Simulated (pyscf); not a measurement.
**Routes from H₃Si–AsH₂ (SMILES [SiH3][AsH2]) + H₂O (SMILES O)**

Candidate steps break at most two bonds and form at most two. Each was searched with GFN2-xTB (tblite) first. Structures and frequencies: ωB97X-D3(BJ)/def2-SVP in PySCF. Energies: ωB97M-D3(BJ)/def2-TZVP, kcal/mol, from the separated reactants, singlet surface; ΔG‡ with ideal gas, 1 atm, RRHO with modes under 100 cm⁻¹ raised to 100, one conformer, R ln 2 for chiral ones without a mode under 150 cm⁻¹.

| products | type | ΔE‡ | ΔE | ΔG‡ 298 K | ΔG‡ 900 K | ν‡ (cm⁻¹) |
|---|---|---|---|---|---|---|
| HO–SiH₂–AsH₂ + H₂ | four-centre exchange | 35.5 | -15.4 | 44.5 | 66.3 | 1308i |
| HO–AsH–SiH₃ + H₂ | four-centre exchange | 63.8 | +14.3 | 71.5 | 92.6 | 1631i |

Plain bond fissions and candidates not yet searched are not listed, and one of them may be faster. Each barrier is that of the saddle found; lower ones may exist. Elements up to Kr have no core potential and no relativistic terms here.
